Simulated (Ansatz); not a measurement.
# BNH₃ (quartet): wave-function methods side by side, def2-TZVPP

One table from this session's results is given with a row withheld; the runs are named, their logs left out.

Program: Ansatz 0.2.0, Gaussian basis. Level of theory: def2-TZVPP, core rule «outside noble gas», up to 2 orbitals frozen. These are calculated values, not measurements.

Plan: UHF; ROHF; CCSD(T) on UHF.

2 further runs of the same task are left out: 2 set aside as unsound or not needed.

### What is computed

The geometry is a PBE0/def2-TZVP stationary point (not a proven minimum) of the parent state, kept for this charge and spin.

5 atoms, charge 0, spin multiplicity 4.

Atoms are counted from 1 here; the program's logs count them from 0.

Bond lengths: B1–N2 1.329 Å, B1–H3 1.210 Å, B1–H4 1.203 Å, N2–H5 0.999 Å. Angles: N2–B1–H3 118.6°, N2–B1–H4 121.4°, H3–B1–H4 120.0°, B1–N2–H5 163.5°.

Set-up of the first run:

File in.yaml:

```yaml
crystal:
  periodic: [false, false, false]
  atoms:
    - {symbol: B, position_ang: [0.000000, 0.024631, 0.707241]}
    - {symbol: N, position_ang: [0.000000, -0.043245, -0.619792]}
    - {symbol: H, position_ang: [0.000000, 1.115161, 1.232352]}
    - {symbol: H, position_ang: [0.000000, -0.969115, 1.385961]}
    - {symbol: H, position_ang: [0.000000, 0.190722, -1.591212]}
basis:
  gaussian: {orbitals: def2-TZVPP}
magnetization: {spin_polarized: true, initial_magnetization: 3}
hamiltonian: {xc: hf}
output: {orbitals: {seedname: orbitals}}
```

The run is started by

```bash
ansatz run in.yaml --threads 1 --pin off --events-out ev --progress --plain --max-ram 3968MiB --backend cpu
```

Steps of the session up to this table: UHF; ROHF; CCSD(T) on UHF.

One of the session's tables, all rows but one given; the rest of the session is left out.

| method | from UCCSD(T) (kcal/mol) |
| --- | --- |
| ROHF | +194.96 |
| UHF | ? |
| UMP2 | +29.20 |
| UCCSD | +6.11 |
| UCCSD(T) | 0 |

**Question.** Estimate the row for UHF.

The run gave: from UCCSD(T) (kcal/mol): +186.57. In the column «from UCCSD(T) (kcal/mol)» it lies between UMP2 (+29.20) and ROHF (+194.96).
